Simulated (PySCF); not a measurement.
Isomers of C3H4O3 and their computed core-level spectra.

Theory: delta-SCF UKS SCAN, pcX-2 on the ionised atom, pcseg-1 elsewhere, spin-free X2C in PySCF 2.14.0. Geometries: PBE0-D3(BJ)/def2-SVP; isolated species, one conformer each.

Line lists (1s up to Mg, 2p3/2 beyond; areas count atoms within a level, one atom standing for each set equivalent by bonding):
1. C 1s: 292.85 (area 1), 294.34 (area 1), 295.24 (area 1) eV; O 1s: 538.51 (area 1), 539.19 (area 1), 540.17 (area 1) eV
2. C 1s: 291.86 (area 1), 295.45 (area 1), 295.50 (area 1) eV; O 1s: 538.54 (area 1), 538.77 (area 1), 540.18 (area 1) eV
3. C 1s: 293.48 (area 2), 296.19 (area 1) eV; O 1s: 538.04 (area 1), 540.11 (area 2) eV

Structures:
A. `CC(=O)OC=O`
B. `O=CO[C@H]1CO1`
C. `C1OC(=O)OC1`

Which list belongs to which compound?

- 1 = B: another candidate has the same counts of sites, so positions decide. C 1s: 292.85 sp3 carbon bound to oxygen, 294.34 sp3 carbon bearing two oxygens, 295.24 ester carbonyl carbon; O 1s: 538.51 ester carbonyl oxygen, 539.19 epoxide oxygen, 540.17 ester single-bonded oxygen.
- 2 = A: another candidate has the same counts of sites, so positions decide. C 1s: 291.86 methyl carbon next to a carbonyl, 295.45 anhydride carbonyl carbon, 295.50 anhydride carbonyl carbon; O 1s: 538.54 anhydride carbonyl oxygen, 538.77 anhydride carbonyl oxygen, 540.18 anhydride bridging oxygen.
- 3 = C: no other candidate has these counts of sites. C 1s: 293.48 sp3 carbon bound to oxygen (×2), 296.19 carbonate carbon; O 1s: 538.04 carbonate carbonyl oxygen, 540.11 oxygen singly bound to a carbonyl carbon (×2).
